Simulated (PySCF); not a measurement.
Predicted microwave data (PBE0-D3(BJ)/def2-SVP geometry optimisation, gas phase (PySCF)) for one isomer of C6H8:

* Rotational constants: A = 4595, B = 3022, C = 1995 MHz
* Dipole components: |μa| = 0.48 D, |μb| = 0.04 D, |μc| = 0.06 D
* Inertial defect: -23.96 u·Å²
* κ: -0.21

Question: Which candidate fits, each taken in the one conformer that was computed?
A. `C1=C[C@@H]2C[C@@H]2C1`
B. `[CH:1]#[C:2][C:3](=[CH2:4])[CH2:5][CH3:6]` with C2–C3–C5–C6 -64°
C. `[CH3:1][CH2:2][CH:3]=[C:4]1[CH:5]=[CH:6]1` with C1–C2–C3–C4 117°
D. `[C@H]12C[C@H]3[C@@H]2[C@@H]1C3`

Answer: B. It is C#CC(=C)CC, an asymmetric top, point group C1. The candidates at the same level (rigid rotor, commonest isotopes):

```csv
SMILES,A (MHz),B (MHz),C (MHz),μa (D),μb (D),μc (D),Δ (u·Å²),point group,rotor
CCC=C1C=C1,11928,1770,1687,1.80,0.62,0.22,-28.34,C1,near-prolate asymmetric top
C1[C@H]2C[C@H]3[C@@H]1[C@@H]23,6030,5300,4209,0.00,0.15,0.25,-59.08,Cs,asymmetric top
C#CC(=C)CC,4595,3022,1995,0.48,0.04,0.06,-23.96,C1,asymmetric top
C1=C[C@@H]2C[C@@H]2C1,6355,4530,3219,0.14,0.21,0.10,-34.09,–,asymmetric top
```

`C1=C[C@@H]2C[C@@H]2C1` has C 61 % too high; `CCC=C1C=C1` has A 160 % too high; `C1[C@H]2C[C@H]3[C@@H]1[C@@H]23` has C 111 % too high. No structure here is proved a minimum.
